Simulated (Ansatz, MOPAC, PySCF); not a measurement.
Species: C4H5 (charge 0, doublet). SMILES: C1CC1=[CH]
Geometry from a B3LYP-D3(BJ)/def2-TZVP (Ansatz, a program for electronic structure) optimisation:
```
C
C 1 1.2816
H 2 1.0768 1 139.61
C 1 1.4761 2 149.30 3 -180.00
H 4 1.0838 1 117.61 2 71.91
H 4 1.0838 5 114.77 1 144.82
C 1 1.4956 2 149.37 3 0.00
H 7 1.0832 1 117.41 2 -71.92
H 7 1.0832 8 115.11 1 -144.65
```
Charge 0, spin multiplicity 2.

Unscaled harmonic wavenumbers (cm⁻¹) in rising order, each level at the stationary point that it reaches from this structure (no distance between atoms moves by over 0.3 Å); the order of modes can differ between levels, and a negative number is imaginary. B3LYP-D3(BJ)/def2-TZVP (PySCF, at the structure above): 295, 331, 654, 743, 757, 773, 860, 882, 1036, 1070, 1070, 1095, 1178, 1453, 1472, 1795, 3110, 3116, 3186, 3203, 3257.

PM3 (MOPAC): 329, 348, 472, 713, 814, 840, 862, 997, 1046, 1078, 1120, 1169, 1264, 1380, 1437, 1936, 3074, 3088, 3120, 3120, 3313. Zero-point energy 45.1 against 44.8 kcal/mol; where all levels lie over 400 cm⁻¹, the wavenumbers are on average 1.007 times those of B3LYP-D3(BJ)/def2-TZVP.

HF/3-21G (Ansatz): 336, 384, 745, 750, 855, 857, 976, 1028, 1078, 1198, 1200, 1245, 1287, 1599, 1617, 1729, 3302, 3308, 3382, 3399, 3421. Zero-point energy 48.2 against 44.8 kcal/mol; where all levels lie over 400 cm⁻¹, the wavenumbers are on average 1.087 times those of B3LYP-D3(BJ)/def2-TZVP.

HF/6-31G* (Ansatz): 282, 373, 713, 797, 836, 911, 951, 1074, 1138, 1179, 1181, 1208, 1288, 1597, 1616, 1747, 3291, 3296, 3365, 3380, 3432. Zero-point energy 48.1 against 44.8 kcal/mol; where all levels lie over 400 cm⁻¹, the wavenumbers are on average 1.091 times those of B3LYP-D3(BJ)/def2-TZVP.

B3LYP/6-31G* (Ansatz): 293, 330, 648, 754, 777, 781, 866, 916, 1049, 1075, 1081, 1107, 1187, 1477, 1497, 1810, 3123, 3127, 3196, 3212, 3264. Zero-point energy 45.1 against 44.8 kcal/mol; where all levels lie over 400 cm⁻¹, the wavenumbers are on average 1.010 times those of B3LYP-D3(BJ)/def2-TZVP.
